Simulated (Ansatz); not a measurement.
# C₆H₄: basis-set convergence

The task here is to estimate one member of a computed series from the others.

Computed with Ansatz 0.2.0, Gaussian basis. Level: one geometry, several basis sets.

Levels to be run: PBE0-D4/def2-SVP; ωB97M-V/def2-SVP; PBE0-D4/def2-QZVPP; ωB97M-V/def2-QZVPP; the functionals' def2-TZVPP values are taken from earlier runs.

**Structure used throughout**

All runs share one geometry, relaxed beforehand with PBE0-D4 in a triple-zeta def2 set.

SMILES `c1ccccc#1`, 10 atoms, charge 0, spin multiplicity 1.

Atoms are counted from 1 here; the program's logs count them from 0.

Bond lengths: C1–C2 1.375 Å, C1–C6 1.241 Å, C2–C3 1.404 Å, C2–H7 1.082 Å, C3–C4 1.398 Å, C3–H8 1.085 Å, C4–C5 1.404 Å, C4–H9 1.085 Å, C5–C6 1.375 Å, C5–H10 1.082 Å. Angles: C2–C1–C6 127.4°, C1–C2–C3 109.9°, C1–C2–H7 127.4°, C3–C2–H7 122.6°, C2–C3–C4 122.6°, C2–C3–H8 118.6°, C4–C3–H8 118.8°, C3–C4–C5 122.6°, C3–C4–H9 118.8°, C5–C4–H9 118.6°, C4–C5–C6 109.9°, C4–C5–H10 122.6°, C6–C5–H10 127.4°, C1–C6–C5 127.4°.

The first run:

The input, in.yaml:

```yaml
crystal:
  periodic: [false, false, false]
  atoms:
    - {symbol: C, position_ang: [0.235966, -0.225935, -1.624608]}
    - {symbol: C, position_ang: [0.190375, -1.300488, -0.768122]}
    - {symbol: C, position_ang: [-0.017917, -0.855850, 0.546963]}
    - {symbol: C, position_ang: [-0.151622, 0.496574, 0.873147]}
    - {symbol: C, position_ang: [-0.088098, 1.517206, -0.088522]}
    - {symbol: C, position_ang: [0.117317, 0.974705, -1.335049]}
    - {symbol: H, position_ang: [0.293811, -2.347744, -1.020344]}
    - {symbol: H, position_ang: [-0.077172, -1.593410, 1.340984]}
    - {symbol: H, position_ang: [-0.311079, 0.770654, 1.911139]}
    - {symbol: H, position_ang: [-0.191591, 2.564287, 0.164402]}
basis:
  gaussian: {orbitals: def2-SVP}
hamiltonian: {xc: pbe0, dispersion: d4}
output: {orbitals: {seedname: orbitals}}
```

On the command line:

```bash
$ ansatz run in.yaml --threads 4 --pin off --events-out ev --progress --plain --max-ram 10444MiB
```

Steps of the session up to this table: PBE0-D4 in def2-SVP; ωB97M-V in def2-SVP; PBE0-D4 in def2-QZVPP; ωB97M-V in def2-QZVPP.

One of the session's tables, all rows but one given; the rest of the session is left out.

It belongs to the step «Density functionals: the series». 

| functional | basis | HOMO (eV) | LUMO (eV) |
| --- | --- | --- | --- |
| PBE0-D4 | def2-SVP | -7.60 | -1.85 |
| PBE0-D4 | def2-TZVPP | -7.63 | -1.98 |
| PBE0-D4 | def2-QZVPP | -7.64 | -2.02 |
| ωB97M-V | def2-SVP | -9.77 | 0.43 |
| ωB97M-V | def2-TZVPP | -9.80 | 0.21 |
| ωB97M-V | def2-QZVPP | ? | ? |

Q: Estimate the row for ωB97M-V, def2-QZVPP from the others.

**Answer.** HOMO (eV): -9.81; LUMO (eV): 0.13. In the column «HOMO (eV)» it is the lowest.
